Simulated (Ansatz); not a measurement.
**AlHO (singlet): wave-function methods side by side at distance Al1–O2 = 2.353 Å, 6-31G**

An exercise on one series of results from a longer session: the logs are not shown, and one member is left open.

The runs use Ansatz 0.2.0, Gaussian basis; 6-31G, core rule «outside noble gas», up to 6 orbitals frozen.

To be run: UHF; CCSD(T) on RHF; BCCD(T) on RHF; CISD; CCSDT(Q) on RHF; CISDTQ; CCSDTQ on RHF; CASSCF and MRCISD+Q, 2 electrons in 2 orbitals; CASSCF and NEVPT2, 2 electrons in 2 orbitals; Full CI.

41 further runs of the same task are left out: 24 for a known fault of the program, 12 that didn't finish, 5 set aside as unsound or not needed.

### The system

The geometry derives from a PBE0/def2-TZVP stationary point (not a proven minimum). One bond is set to the value named and the two fragments are kept rigid.

3 atoms, charge 0, spin multiplicity 1.

Atoms are counted from 1 here; the program's logs count them from 0.

Bond lengths: O2–H3 0.950 Å.

Set-up of the first run:

The input, in.yaml:

```yaml
crystal:
  periodic: [false, false, false]
  atoms:
    - {symbol: Al, position_ang: [0.000000, 0.000000, 1.885345]}
    - {symbol: O, position_ang: [0.000000, 0.000000, -0.467655]}
    - {symbol: H, position_ang: [0.000000, 0.000000, -1.417691]}
basis:
  gaussian: {orbitals: 6-31G}
magnetization: {spin_polarized: true, initial_magnetization: 0}
hamiltonian: {xc: hf}
output: {orbitals: {seedname: orbitals}}
```

The run is started by

```bash
ansatz run in.yaml --threads 1 --pin off --events-out ev --progress --plain --max-ram 2393MiB
```

Among the steps run: UHF; CCSD(T) on RHF; BCCD(T) on RHF; CISD; CCSDT(Q) on RHF; CISDTQ; CCSDTQ on RHF; CASSCF and MRCISD+Q, 2 electrons in 2 orbitals; CASSCF and NEVPT2, 2 electrons in 2 orbitals; Full CI.

One of the session's tables, all rows but one given; the rest of the session is left out.

```
       method  from FCI (kJ/mol)
          RHF             +473.7
         RMP2              +51.6
         CISD              +50.7
        RCCSD              +15.7
     RCCSD(T)               +3.2
      BCCD(T)               +2.1
       RCCSDT               +2.4
       CISDTQ               +3.1
    RCCSDT(Q)               -2.4
      RCCSDTQ               -0.2
  CASSCF pair             +420.9
  NEVPT2 pair              +50.3
  MRCISD pair                  ?
MRCISD+Q pair               +7.6
          FCI                  0
```

**Question.** Estimate the row for MRCISD pair.

**Answer.** from FCI (kJ/mol): +42.9. In the column «from FCI (kJ/mol)» it lies between RCCSD (+15.7) and NEVPT2 pair (+50.3).

Among the levels timed on like hardware and quicker than the yardstick, those that no quicker one beats, quickest first: RCCSD(T) (0.21 s, +3.2 kJ/mol); BCCD(T) (0.27 s, +2.1 kJ/mol); RCCSDTQ (11 s, -0.2 kJ/mol). Runs this short are mostly start-up, so their order is noise.

Caveats from the session: The yardstick is full CI for this spin, exact in this basis with these frozen cores. RCCSDT(Q) falls below full CI, which methods that aren't variational can do. Of the multireference levels listed MRCISD+Q pair comes nearest in total energy (+7.6 kJ/mol), which doesn't show that its space is the better one.
